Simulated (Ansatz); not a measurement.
C2H2 (the lowest singlet isomer of a short search) was relaxed with PBE-D4 (def2-TZVP) in Ansatz in these states: neutral quintet, neutral singlet, neutral triplet. The geometries follow in no particular order.

A:

```
atom   x (Å)   y (Å)   z (Å)
  C1   0.253   0.702  -0.445
  C2  -0.098  -0.800  -0.325
  H3  -0.100   1.522   0.193
  H4  -0.055  -1.424   0.577
```

B:

```xyz
4

C    -0.542   -0.255   -0.073
C     0.542    0.255    0.073
H    -1.505   -0.706   -0.203
H     1.505    0.706    0.203
```

C:

```csv
atom,x (Å),y (Å),z (Å)
C1,0.6532,0.0044,0.1367
C2,-0.6531,-0.0043,-0.1367
H3,1.5384,0.0077,-0.5043
H4,-1.5385,-0.0077,0.5042
```

Judge from the bond lengths which geometry belongs to which state (an estimate).

A is the neutral quintet (C1–C2 1.547 Å, C2–H4 1.097 Å, C1–H3 1.097 Å); B is the neutral singlet (C1–C2 1.208 Å, C2–H4 1.071 Å, C1–H3 1.071 Å); C is the neutral triplet (C1–C2 1.335 Å, C2–H4 1.093 Å, C1–H3 1.093 Å).

At PBE0-D4/def2-TZVP a singlet lies 6.50 eV below the neutral quintet. At PBE0-D4/def2-TZVP a singlet lies 3.99 eV below the neutral triplet. These are the stationary points nearest to one start from a short search; other shapes may lie lower in each state.
